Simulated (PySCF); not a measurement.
**Nitrogen: a sound run and one with changed settings**

Sound run: N [He] 2s2 2p3, N⁺ [He] 2s2 2p2. Computed with PySCF 2.14 in cc-pVTZ-DK, with the spin-free X2C one-electron Hamiltonian (Gaussian nucleus). The sound run starts from symmetry-adapted Hartree-Fock orbitals and uses a fine grid where one is needed.

Changed run: initial guess minao, at most 3 SCF cycles. This setting is unsound on purpose.

```json
{"species": "N", "method": "UHF", "sound run (hartree)": "-54.42989", "changed run (hartree)": "-54.42902", "converged": "no"}
{"species": "N", "method": "MN15", "sound run (hartree)": "-54.58114", "changed run (hartree)": "-54.58111", "converged": "no"}
{"species": "N", "method": "r2SCAN", "sound run (hartree)": "-54.60869", "changed run (hartree)": "-54.60863", "converged": "no"}
{"species": "N⁺", "method": "UHF", "sound run (hartree)": "-53.91964", "changed run (hartree)": "-53.91884", "converged": "no"}
{"species": "N⁺", "method": "MN15", "sound run (hartree)": "-54.04691", "changed run (hartree)": "-54.04683", "converged": "no"}
{"species": "N⁺", "method": "r2SCAN", "sound run (hartree)": "-54.06514", "changed run (hartree)": "-54.06503", "converged": "no"}
```

The SCF was stopped early; the energies are upper bounds that still move, and correlated levels were skipped or rest on poor orbitals.
